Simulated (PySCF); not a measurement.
# Structure revision by computed shifts

A compound C₃H₅Cl gives the data below (simulated from a calculation) and was assigned the structure `ClC1CC1`.

$^{13}$C{$^{1}$H} NMR (computed): δ 146.2 (CH), 125.2 (CH2), 53.1 (CH2).

$^{1}$H NMR (400 MHz, computed): δ 6.33 (m, 1H), 5.52 (m, 1H), 5.40 (m, 1H), 4.05 (d, 2H).

[PySCF 2.14: shielding tensors at B97-2/pcSseg-2 (GIAO); PBE0-D3(BJ)/def2-TZVP geometry; no solvent model; non-relativistic Hamiltonian; averaged over atoms made equivalent by symmetry, fast rotation or ring inversion; a single conformation]

δ = σ(ref) − σ, references computed at the same level: $^{1}$H (σ = 31.64 ppm), $^{13}$C (σ = 185.38 ppm) against TMS.

Q: Compare with the shifts computed for the proposed structure, pairing carbons in order of shift.

A: Atoms are numbered as in `[Cl:1][CH:2]1[CH2:3][CH2:4]1` (H(Xn): hydrogen on atom n).

| atom | computed for proposal | given list | difference |
| --- | --- | --- | --- |
| C2 | 34.0 | 146.2 | -112.2 |
| C3 | 11.3 | 125.2 | -113.9 |
| C4 | 11.3 | 53.1 | -41.8 |

The rms difference is 95.4 ppm and the largest -113.9 ppm at C3 (three-membered-ring carbon). The proposal also would give 2 carbon signals, not 3. The proposal doesn't fit.

Q: Which isomer fits?

A: `C=CCCl`.

1. Carbon types of the structure: 1 × CH, 2 × CH2, which accounts for all hydrogens.
2. δC 146.2: alkene CH; as expected for a trigonal carbon in a double bond.
3. δC 125.2: terminal =CH2 carbon; as expected for a trigonal carbon in a double bond.
4. δH 6.33: hydrogen on an alkene CH; attached to an sp2 carbon and in the plane of the double bond.
5. δH 5.52, 5.40: hydrogen on a terminal =CH2 carbon; attached to an sp2 carbon and in the plane of the double bond.

This is the structure that produced the data.

Carbons that carry Cl, above all several Cl atoms, come out too deshielded, partly because spin–orbit coupling is missing. Shifts are as computed. Against solution values, carbons near 30 ppm lie about +3 ppm off and those near 130 ppm about +7 ppm; carbons on Cl a further +5 ppm. Of 1211 compounds with measured shifts, 218 miss one by over three times the rms of a fit or turn the order of signals round; such compounds aren't used in these exercises. Multiplicities follow the n + 1 count of equivalent neighbours, as no J values were calculated; m marks all less simple cases, F and P coupling included.
